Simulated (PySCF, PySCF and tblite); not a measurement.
One step of a conformer study of C₄H₆O₂, numbered as in [CH3:1][O:2]/[CH:3]=[CH:4]/[CH:5]=[O:6]: GIAO PBE0/pcSseg-1 NMR shielding, non-relativistic, gas phase (PySCF); conformer with 0°, 0°.

Torsions listed: C1–O2–C3–C4, C3–C4–C5–O6.

Input:

```
{"job": {"xc": "PBE0", "basis": "pcSseg-1", "kind": "nmr", "pop": false}, "charge": 0, "multiplicity": 1}
C     -1.998265    -0.236734    -0.262667
O     -0.968826    -1.205793    -0.297975
C      0.281527    -0.800430    -0.114653
C      0.753204     0.438663     0.109794
C      2.178128     0.644667     0.283308
O      3.027428    -0.214826     0.245731
H     -2.927361    -0.776886    -0.432902
H     -2.034667     0.260564     0.710279
H     -1.858696     0.511738    -1.047239
H      0.977915    -1.629873    -0.162663
H      0.115580     1.306038     0.168869
H      2.455231     1.702187     0.464105
```

Launched as:

```sh
OMP_NUM_THREADS=1 python ens_run.py task.json out
```

Output (atoms count from 0 there):

```
coarse grid: 10240 points
cycle   1  E = -305.8619210081  dE =  9.543e-01  |g| = 8.488e-01  |ddm| = 3.031e+00
cycle   2  E = -305.3953907154  dE =  4.665e-01  |g| = 1.730e+00  |ddm| = 3.107e+00
cycle   3  E = -305.9970697157  dE = -6.017e-01  |g| = 1.954e-01  |ddm| = 2.513e+00
cycle   4  E = -306.0035852496  dE = -6.516e-03  |g| = 9.520e-02  |ddm| = 2.159e-01
cycle   5  E = -306.0051336633  dE = -1.548e-03  |g| = 2.178e-02  |ddm| = 6.865e-02
cycle   6  E = -306.0052212781  dE = -8.761e-05  |g| = 8.098e-03  |ddm| = 2.005e-02
cycle   7  E = -306.0052335938  dE = -1.232e-05  |g| = 2.797e-03  |ddm| = 8.110e-03
cycle   8  E = -306.0052352760  dE = -1.682e-06  |g| = 9.860e-04  |ddm| = 2.938e-03
final grid: 99480 points
cycle   9  E = -306.0622712462  dE = -1.751e-05  |g| = 1.404e-02  |ddm| = 2.995e-02
cycle  10  E = -306.0621857812  dE =  8.547e-05  |g| = 2.569e-02  |ddm| = 2.951e-02
cycle  11  E = -306.0623066232  dE = -1.208e-04  |g| = 2.776e-03  |ddm| = 2.191e-02
cycle  12  E = -306.0623081900  dE = -1.567e-06  |g| = 4.002e-04  |ddm| = 2.365e-03
cycle  13  E = -306.0623082147  dE = -2.474e-08  |g| = 1.671e-04  |ddm| = 3.695e-04
cycle  14  E = -306.0623082197  dE = -4.923e-09  |g| = 5.412e-05  |ddm| = 1.812e-04
cycle  15  E = -306.0623082203  dE = -6.434e-10  |g| = 1.795e-05  |ddm| = 6.322e-05
converged SCF energy = -306.0623082203

GIAO shielding tensors (ppm)
atom      isotropic    diamagn.    paramagn.     s11        s22        s33       span
  0 C      129.926     247.620    -117.694     99.354    110.348    180.076     80.722
  1 O      195.247     394.662    -199.415     65.649    183.545    336.547    270.898
  2 C       15.557     253.317    -237.760    -84.647     20.820    110.497    195.144
  3 C       82.078     262.570    -180.493     -3.575     94.871    154.936    158.511
  4 C       -3.036     243.253    -246.289    -98.030    -12.233    101.153    199.182
  5 O     -275.350     400.617    -675.967   -839.497   -380.452    393.898   1233.395
  6 H       27.472      28.224      -0.752     23.622     26.215     32.577      8.955
  7 H       28.104      30.625      -2.521     25.360     25.851     33.101      7.741
  8 H       28.104      30.556      -2.453     25.359     25.851     33.102      7.744
  9 H       23.698      30.926      -7.227     20.439     23.935     26.721      6.281
 10 H       26.496      34.984      -8.487     22.580     25.804     31.105      8.525
 11 H       21.980      26.551      -4.571     20.015     21.658     24.267      4.252
```

It took 8.1 s on 1 thread of Arm Neoverse V2, shared host (rough), peak memory 0.64 GiB, launched as `OMP_NUM_THREADS=1 python ens_run.py task.json out`.
